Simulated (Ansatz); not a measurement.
A made-up structure of AlH2SO, doublet:

Al1  (-1.213, 0.319, -1.076)
O2  (0.330, 0.290, -0.357)
S3  (1.030, -0.322, 0.995)
H4  (1.401, -1.466, 1.630)
H5  (2.271, 0.145, 0.759)
(Å)

It is relaxed with PBE-D4/def2-SVP and then PBE0-D4/def2-TZVP (Ansatz 0.2.0). Atoms count as bonded within 1.22 times the sum of their covalent radii (H–H: 0.88 Å). The end point is not checked to be a true minimum.

(1) Does its bonding change? (A judgement: the text doesn't fix the answer.)

Answers

(1) By the calculation: Yes. Formed: O2–H5; broken: O2–S3, S3–H5.

Where it ends: The first stage lowers the energy by 2.07 eV in 30 steps. It ends as a complex of AlHO ([OH][Al]) + HS:
Al1  (-0.904, 0.661, -1.788)
O2  (0.057, 0.293, -0.472)
S3  (2.007, -0.456, 2.195)
H4  (2.058, -1.710, 1.709)
H5  (0.600, 0.178, 0.308)
(Å)

Labels in which every atom is bracketed show which atoms are joined, not bond orders.

For scale, one of the runs: PBE0-D4/def2-TZVP relaxation, 117 basis functions, launched by `ansatz run in.yaml --threads 2 --pin off --events-out ev --progress --plain --max-ram 4352MiB`. Hardware: 2 CPU threads of an Arm Neoverse V2, shared host. Wall time about 110 s.
